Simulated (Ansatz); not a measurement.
Relaxation of C2HO2 (5 atoms, charge -1, multiplicity 1), to a largest force component of 0.015 eV/Å in at most 40 steps.

Level of theory: RKS B3LYP-D4/def2-SVP in Ansatz.

```xyz
5
Properties=species:S:1:pos:R:3:forces:R:3
O 0.375 -1.847 1.210 0.36 -0.26 -0.71
C 0.147 -0.804 0.581 0.56 -3.02 2.13
C -0.257 0.333 0.333 -0.96 3.70 -1.80
O -0.337 1.333 -0.662 -0.07 -0.27 0.55
H 0.071 0.984 -1.461 0.12 -0.16 -0.17
```

Task: Where does it end, and by what steps?

Result: The forces met the threshold. Limits of this set-up: an anion without diffuse functions, the dipole of an ion depends on the origin. After 7 steps the energy has fallen by 0.165 eV; O1 moved furthest, 0.13 Å.

| step | energy less start (eV) | largest force component (eV/Å) | accepted |
| --- | --- | --- | --- |
| 0 | 0.0000 | 3.697 | yes |
| 1 | -0.1170 | 0.895 | yes |
| 2 | -0.1496 | 0.330 | yes |
| 3 | -0.1636 | 0.234 | yes |
| 4 | -0.1647 | 0.084 | yes |
| 5 | -0.1648 | 0.058 | yes |
| 6 | -0.1649 | 0.040 | yes |
| 7 | -0.1649 | 0.001 | yes |

```xyz
5
Properties=species:S:1:pos:R:3
O 0.422 -1.863 1.092
C 0.107 -0.761 0.643
C -0.307 0.414 0.385
O -0.326 1.321 -0.685
H 0.104 0.889 -1.436
```

Run time: 11 s on 1 thread of Arm Neoverse V1, on a shared host, peak memory 0.11 GiB.
